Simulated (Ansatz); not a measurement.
The input, for Ansatz 0.2.0:

```yaml
crystal:
  periodic: [false, false, false]
  atoms:
    - {symbol: Al, position_ang: [0.000000, 0.000000, 0.704959]}
    - {symbol: C, position_ang: [0.000000, 0.000000, -1.265754]}
    - {symbol: H, position_ang: [0.000000, -0.896128, -1.894102]}
    - {symbol: H, position_ang: [0.000000, 0.896128, -1.894102]}
basis:
  gaussian: {orbitals: 6-31G}
magnetization: {spin_polarized: false, initial_magnetization: 1}
correlation: {method: fic_mrcisd_q, electrons: outside_noble_gas, active_space: {window: {electrons: 9, orbitals: 10}, shells: [{species: Al, l: s, shell: 3}, {species: Al, l: p, shell: 3}, {species: C, l: s, shell: 2}, {species: C, l: p, shell: 2}, {species: H, l: s, shell: 1}]}}
```

```sh
$ ansatz run in.yaml --threads 1 --pin off --events-out ev --progress --plain --max-ram 4096MiB --backend cpu
```

Output:

```
567 factors; integrals over basis functions are off by at most 1.9e-7 eV
mean field evaluation 1: about -7636.8222 eV, gradient 2.7e1 eV
mean field evaluation 2: about -7636.8230 eV, gradient 2.7e1 eV
mean field evaluation 4: about -7641.5781 eV, gradient 9.1e0 eV
mean field evaluation 8: about -7642.0852 eV, gradient 9.3e-2 eV
mean field evaluation 16: about -7640.2800 eV, gradient 6.5e-1 eV
mean field evaluation 32: about -7628.3706 eV, gradient 2.5e1 eV
mean field evaluation 64: about -7640.2888 eV, gradient 2.9e-1 eV
mean field evaluation 96: about -7640.2757 eV, gradient 8.6e0 eV
mean field -7642.08525017 eV, -280.8414529523 hartree, gradient 1.5e-6 eV, S^2 0.750000; 7 other end points of the search recorded, 0 dependent functions left out
reference -7642.08525017 eV, -280.8414529523 hartree; 11, 10 occupied and 15, 16 virtual orbitals, 567 factors
state -7644.49771346 eV, -280.9301093431 hartree
contracted CI cycle   1: correlation 0.00000000 eV, 0.0000000000 hartree, residual 6.96e0 eV
contracted CI cycle   2: correlation -0.96660690 eV, -0.0355221484 hartree, residual 1.84e0 eV
contracted CI cycle   3: correlation -1.03694377 eV, -0.0381069805 hartree, residual 5.25e-1 eV
contracted CI cycle   4: correlation -1.04287781 eV, -0.0383250527 hartree, residual 1.83e-1 eV
contracted CI cycle   5: correlation -1.04356792 eV, -0.0383504137 hartree, residual 5.45e-2 eV
contracted CI cycle   6: correlation -1.04363118 eV, -0.0383527385 hartree, residual 1.61e-2 eV
contracted CI cycle   7: correlation -1.04363643 eV, -0.0383529315 hartree, residual 4.87e-3 eV
contracted CI cycle   8: correlation -1.04363692 eV, -0.0383529493 hartree, residual 1.46e-3 eV
state -7644.49771346 eV, -280.9301093431 hartree; corrected -7645.57096875 eV, -280.9695507474 hartree
Total energy: -7645.57096875 eV, -280.9695507474 hartree
Checks for a lower state left out: starts, orbital_swaps
```

Natural occupations: 1.9795 1.9741 1.9737 1.9365 0.9913 0.0591 0.0249 0.0238 0.0234 0.0138.

For the same geometry and basis full CI lies 63.6 meV lower.

Ran on 1 thread of AMD EPYC 7R13, shared host: 10 s wall, 0.55 GiB peak host memory.
